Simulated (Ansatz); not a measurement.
Energy needed to pull apart BHO (SMILES B=O), singlet, into free ground-state atoms, from the structure below (displaced at random from a GFN2-xTB minimum); no zero-point or spin–orbit terms; open-shell atoms are treated unrestricted, in their ground-state multiplicity.

B1  (0.010, -0.004, 0.029)
O2  (0.925, 0.465, 0.509)
H3  (-0.989, -0.349, -0.525)
(Å)

Computed with Ansatz 0.2.0 (basis: def2-TZVPP); correlated methods freeze the cores.

| method | atomization energy (eV) |
| --- | --- |
| PBE-D4 | 13.58 |
| r2SCAN-D4 | 13.30 |
| PBE0-D4 | ? |
| r2SCAN0-D4 | 12.91 |
| HSE06-D4 | 13.15 |
| wB97M-V | 13.31 |
| HF | 9.67 |
| MP2 | ? |
| CCSD | 12.54 |
| CCSD(T) | 12.79 |

Task: What does PBE0-D4 give? (Judge from chemistry; the value comes from the calculation.)

Result: Computed: 13.14 eV, which is about 0.35 eV more than CCSD(T)/def2-TZVPP.

Task: What does MP2 give? (An estimate is asked for; the value comes from the calculation.)

Result: The calculation gives: 13.40 eV, which is about 0.61 eV more than CCSD(T)/def2-TZVPP.

In triple zeta the MP2 and coupled-cluster atomization energies are still short of their basis limit by a few kcal/mol a bond, whereas those of the functionals are nearly converged, so these differences are not deviations from converged CCSD(T).

No T1 diagnostic of these runs exceeds 0.018.

For scale, one of the runs: CCSD(T)/def2-TZVPP forces, 76 basis functions (an equivalent command: `ansatz run in.yaml --threads 4`). The run took about 1.2 s on 4 CPU threads (shared host).
